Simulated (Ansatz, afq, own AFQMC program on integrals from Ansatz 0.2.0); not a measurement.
**Where AFQMC and coupled cluster stand for Al2H, quartet**

```xyz
3

Al    0.0000    0.0000    2.1439
Al    0.0000    0.0000   -5.8711
H     0.0000    0.0000    3.7272
```

Connectivity, by distances: AlH ··· Al.

Basis 6-31G. Only valence electrons are correlated. AFQMC by an in-house program on the Cholesky factors that Ansatz 0.2.0 writes for its CCSD(T) run. ph-AFQMC/CISD is guided by a CISD state made of CCSD amplitudes; releasing the constraint for a short imaginary time cuts its bias at the price of noise, slowly where states lie close. Uncertainties: one standard error, sampling alone.

Determinant: UHF, the one that the program's search chose, which needn't be the lowest solution. The geometry is a point of a scan.

Full CI on the same integrals is exact in this basis and with this determinant's frozen core.

Cautions: lower spins were not checked.

- T1 diagnostic: 0.0148
- weight of the determinant in the CISD state: 0.920
- ⟨S²⟩ of the determinant: 3.753
- size of the correlated space: 7 electrons in 18 orbitals

| level | correlation energy (eV) |
| --- | --- |
| MP2 | -0.9345 |
| CCSD | -1.5515 |
| CCSD(T) | -1.5623 |

Estimate where AFQMC with the constraint released lies against CCSD(T) on the same integrals.

0.4 ± 0.06 kJ/mol below CCSD(T).

Reference: full CI, correlation energy -1.569 eV. The released energy is read at 2.40 1/Eh (meV from the phaseless value at times in 1/Eh: 2.9 ± 0.7 at 0.24, 2.3 ± 0.6 at 0.51, 1.3 ± 0.4 at 0.99, -3 ± 4 at 1.62, 0.5 ± 0.6 at 2.40).

```json
{"level": "CCSD(T)", "E − E(reference) (kJ/mol)": "0.6", "share of correlation (%)": "99.60"}
{"level": "CCSDT", "E − E(reference) (kJ/mol)": "0.0", "share of correlation (%)": "100.00"}
{"level": "CCSDT(Q)", "E − E(reference) (kJ/mol)": "0.0", "share of correlation (%)": "100.00"}
{"level": "CCSDTQ", "E − E(reference) (kJ/mol)": "0.0", "share of correlation (%)": "100.00"}
{"level": "ph-AFQMC/HF", "E − E(reference) (kJ/mol)": "7.5 ± 1.3", "share of correlation (%)": "95.03"}
{"level": "ph-AFQMC/CISD", "E − E(reference) (kJ/mol)": "0.1 ± 0.2", "share of correlation (%)": "99.92"}
{"level": "released AFQMC", "E − E(reference) (kJ/mol)": "0.2 ± 0.06", "share of correlation (%)": "99.89"}
```

CCSDT and higher add their correlation energy to the determinant of the CCSD(T) run, since their own runs factorise the integrals more tightly (a shift of under 2 meV). A walk keeps the symmetry of its determinant, which the program's search chose and which needn't be the lowest solution, so a lower state of the same spin and another symmetry isn't excluded. Released energies are given only where the last usable release times agree within the noise; a slower fall can still hide under it.
